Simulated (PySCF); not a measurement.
Computed and reference excited states of `C#CC#C` (diacetylene)

Published values to compare with (the computed states carry no symmetry labels, so the two lists aren't matched line by line):

```csv
state,E (eV),f,kind of transition,source
3Σu+(π→π*),4.10,,vertical absorption,[1]
3Δu(π→π*),4.78,,vertical absorption,[1]
1Σu-(π→π*),4.81,,0-0 transition,[2]
1Δu(π→π*),5.06,,0-0 transition,[2]
1Σu-(π→π*),5.33,,vertical absorption,[3]
1Σu-(π→π*),5.33,,vertical absorption,[1]
1Δu(π→π*),5.61,,vertical absorption,[3]
1Δu(π→π*),5.61,,vertical absorption,[1]
```

[1] computed, theoretical best estimate (aug-cc-pVTZ, frozen core, CC3 geometry), gas; Veril, Scemama, Caffarel, Lipparini, Boggio-Pasqua, Jacquemin, Loos, WIREs Comput. Mol. Sci. 2021, 11, e1517 (QUESTDB)
[2] measured, gas; Loos, Lipparini, Boggio-Pasqua, Scemama, Jacquemin (2019), arXiv:1912.04173, literature columns
[3] computed, theoretical best estimate (aug-cc-pVTZ), revised with CC4, gas; Loos, Lipparini, Matthews, Blondel, Jacquemin, revising reference values with EOM-CC4 (2022), arXiv:2204.11658

Species: diacetylene, C4H2.
Numbering: `[CH:1]#[C:2][C:3]#[CH:4]` (hydrogens: H5 on C1; H6 on C4)

Cartesian coordinates in Å at the PBE0-D3(BJ)/def2-SVP level; atoms count from 1:
```xyz
6
C4H2 angstrom
C      1.8797    0.3268    0.0319
C      0.6850    0.1071    0.0867
C     -0.6638   -0.1402    0.1481
C     -1.8585   -0.3594    0.2030
H      2.9353    0.5221   -0.0166
H     -2.9147   -0.5523    0.2507
```

The calculation used TDDFT PBE0/def2-SVPD, vertical, gas phase, core orbitals frozen in the response in PySCF.

Computed singlets: 4.73 eV (f 0.000); 4.95 eV (f 0.000 summed over 2 states); 7.17 eV (f 0.000); 7.46 eV (f 0.000 summed over 2 states); 7.53 eV (f 0.000 summed over 2 states); 8.01 eV (f 0.068 summed over 2 states). Computed triplets (Tamm–Dancoff): 3.70, 4.13, 4.13 eV.

**Question.** How does the lowest computed singlet compare with the best estimate listed for the lowest singlet (vertical absorption)?

**Answer.** 4.73 eV against 5.33 eV for 1Σu-(π→π*) [3]: a difference of -0.60 eV. Geometry and basis of the two calculations needn't be the same.

**Question.** How does the lowest computed triplet compare with the best estimate listed for the lowest triplet (vertical absorption)?

**Answer.** 3.70 eV against 4.10 eV for 3Σu+(π→π*) [1]: a difference of -0.40 eV. Geometry and basis of the two calculations needn't be the same.

Note on [3]: revises the 2021 QUESTDB value.

Adiabatic (Te) and 0-0 energies refer to the relaxed excited state and aren't the vertical quantity computed here.

The vertical ionisation energy (ΔSCF) is 9.94 eV, 1.93 eV above S10.
